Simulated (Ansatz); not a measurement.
Diamond-structure Si

The numbers are results of HSE06 in Ansatz (PAW), not measurements.

Numerical settings: plane-wave cutoff 500 eV, 6×6×1 k mesh (along the axes of the cell as run), gaussian smearing 0.02 eV, scalar-relativistic PAW data made under PBE.

Cell: relaxed with r²SCAN.

| Property | Result |
|---|---|
| surface energy of the (111) face | 3.21 J/m² |

The slab of 12 atoms is relaxed and unreconstructed.

Computing time: around 13 core-minutes (rough).

Ansatz is a first-principles code.
